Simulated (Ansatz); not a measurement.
**CHBS (triplet): the correlation ladder at distance C2–H4 = 0.879 Å, cc-pVDZ**

The task here is to estimate one member of a computed series from the others.

The runs use Ansatz 0.2.0, Gaussian basis; cc-pVDZ, core rule «outside noble gas», up to 7 orbitals frozen.

The runs, in order: UHF; CCSD(T) on ROHF; CCSD(T) on UHF; BCCD(T) on ROHF; CISD; CCSDT(Q) on ROHF; CCSDT(Q) on UHF; CASSCF and MRCISD+Q, 4 electrons in 4 orbitals; CASSCF and NEVPT2, 4 electrons in 4 orbitals.

19 further runs of the same task are left out: 2 for a mislabelled method, 13 that didn't finish, 4 set aside as unsound or not needed.

**The system**

The geometry derives from a PBE0/def2-TZVP stationary point (not a proven minimum). One bond is set to the value named and the two fragments are kept rigid.

4 atoms, charge 0, spin multiplicity 3.

Atoms are counted from 1 here; the program's logs count them from 0.

Bond lengths: B1–C2 1.415 Å, B1–S3 1.834 Å, C2–S3 1.766 Å, C2–H4 0.879 Å. Angles: C2–B1–S3 64.4°, B1–C2–S3 69.4°, B1–C2–H4 162.5°, S3–C2–H4 128.1°, B1–S3–C2 46.2°.

As a file:

```csv
atom,x (Å),y (Å),z (Å)
B1,0.0000,-0.9376,0.8071
C2,0.0000,0.4596,1.0284
S3,0.0000,0.1048,-0.7020
H4,0.0000,1.2461,1.4209
```

The first run:

File in.yaml:

```yaml
crystal:
  periodic: [false, false, false]
  atoms:
    - {symbol: B, position_ang: [0.000000, -0.937626, 0.807149]}
    - {symbol: C, position_ang: [0.000000, 0.459609, 1.028395]}
    - {symbol: S, position_ang: [0.000000, 0.104802, -0.702012]}
    - {symbol: H, position_ang: [0.000000, 1.246096, 1.420923]}
basis:
  gaussian: {orbitals: cc-pVDZ}
magnetization: {spin_polarized: true, initial_magnetization: 2}
hamiltonian: {xc: hf}
output: {orbitals: {seedname: orbitals}}
```

Started as:

```console
ansatz run in.yaml --threads 1 --pin off --events-out ev --progress --plain --max-ram 2393MiB
```

Among the steps run: UHF; CCSD(T) on ROHF; CCSD(T) on UHF; BCCD(T) on ROHF; CISD; CCSDT(Q) on ROHF; CCSDT(Q) on UHF; CASSCF and MRCISD+Q, 4 electrons in 4 orbitals; CASSCF and NEVPT2, 4 electrons in 4 orbitals.

One table of the session follows, with a row left open; its other results are not shown here.

It belongs to the step «Misses and costs». 

| method | from UCCSDT(Q) (kcal/mol) |
| --- | --- |
| ROHF | +220.41 |
| UHF | +215.86 |
| RMP2 | +25.00 |
| UMP2 | +27.25 |
| CISD | +31.16 |
| RCCSD | +10.70 |
| UCCSD | +10.45 |
| RCCSD(T) | +1.39 |
| UCCSD(T) | ? |
| BCCD(T) | +1.37 |
| RCCSDT | +0.82 |
| UCCSDT | +0.78 |
| RCCSDT(Q) | +0.06 |
| UCCSDT(Q) | 0 |
| CASSCF pair | +210.99 |
| NEVPT2 pair | +26.13 |
| MRCISD pair | +30.01 |
| MRCISD+Q pair | +6.88 |

Q: Estimate the row for UCCSD(T) from the others.

The run gave: from UCCSDT(Q) (kcal/mol): +1.45. In the column «from UCCSDT(Q) (kcal/mol)» it lies between RCCSD(T) (+1.39) and MRCISD+Q pair (+6.88).

To keep in mind: Restricted and unrestricted rows rest on different reference determinants; where their highest levels disagree by more than a few hundredths of an eV, they describe different states and don't form one ladder.
